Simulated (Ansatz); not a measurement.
# SiO (singlet): the correlation ladder, 6-31G

Aim: climb from Hartree-Fock through coupled cluster and multireference methods for SiO (singlet) at one geometry and basis, and see what each rung misses.

The runs use Ansatz 0.2.0, Gaussian basis; 6-31G, correlated electrons: outside noble gas.

Plan: UHF; CCSD(T) on RHF; BCCD(T) on RHF; CISD; CCSDT(Q) on RHF; CISDTQ; CCSDTQ on RHF; CASSCF and MRCISD+Q, 10 electrons in 8 orbitals; CASSCF and NEVPT4(SD), 10 electrons in 8 orbitals; CASSCF and NEVPT2, 10 electrons in 8 orbitals; Full CI.

### 1 What is computed

The geometry is a PBE0/def2-TZVP stationary point (not a proven minimum).

2 atoms, charge 0, spin multiplicity 1.

Atoms are counted from 1 here; the program's logs count them from 0.

Bond lengths: Si1–O2 1.509 Å.

In the tables R marks a restricted determinant and U an unrestricted one; 'valence' is the active space of 10 electrons in 8 orbitals; correlation energies count from the lowest restricted Hartree-Fock solution.

### 2 UHF

in.yaml reads:

```yaml
crystal:
  periodic: [false, false, false]
  atoms:
    - {symbol: Si, position_ang: [0.000000, 0.000000, 0.000000]}
    - {symbol: O, position_ang: [0.000000, 0.000000, 1.508831]}
basis:
  gaussian: {orbitals: 6-31G}
magnetization: {spin_polarized: true, initial_magnetization: 0}
hamiltonian: {xc: hf}
output: {orbitals: {seedname: orbitals}}
```

On the command line:

```sh
> ansatz run in.yaml --threads 1 --pin off --events-out ev --progress --plain --max-ram 2176MiB
```

Further steps of the session: CCSD(T) on RHF; BCCD(T) on RHF; CISD; CCSDT(Q) on RHF; CISDTQ; CCSDTQ on RHF; CASSCF and MRCISD+Q, 10 electrons in 8 orbitals; CASSCF and NEVPT4(SD), 10 electrons in 8 orbitals; CASSCF and NEVPT2, 10 electrons in 8 orbitals; Full CI.

**Question.** What will the summary of the whole plan be? Wanted: correlation energy, FCI; RMP2 from FCI; RCCSD from FCI; RCCSD(T) from FCI; RCCSDT(Q) from FCI; NEVPT2 valence from FCI; NEVPT4(SD) valence from FCI; MRCISD+Q valence from FCI; T1 diagnostic.

As calculated:

| quantity | value |
| --- | --- |
| correlation energy, FCI | -5.5035 eV |
| RMP2 from FCI | +1.46 kcal/mol |
| RCCSD from FCI | +6.78 kcal/mol |
| RCCSD(T) from FCI | +0.89 kcal/mol |
| RCCSDT(Q) from FCI | -0.16 kcal/mol |
| NEVPT2 valence from FCI | +12.44 kcal/mol |
| NEVPT4(SD) valence from FCI | +3.35 kcal/mol |
| MRCISD+Q valence from FCI | +1.97 kcal/mol |
| levels within 1 kcal/mol (43 meV) | RCCSD(T), BCCD(T), RCCSDT, RCCSDT(Q), RCCSDTQ |
| T1 diagnostic | 0.033 |
| effectively unpaired electrons | 0.11 |

In words: RCCSD(T) misses by +0.89 kcal/mol, 0.7 % of the correlation energy. RCCSDT(Q) falls below full CI, which methods that aren't variational can do. One determinant dominates. Of the multireference levels listed MRCISD+Q valence comes nearest (+1.97 kcal/mol). These misses are within one basis and frozen core, not against nature; frozen cores of the runs differ by up to some meV.
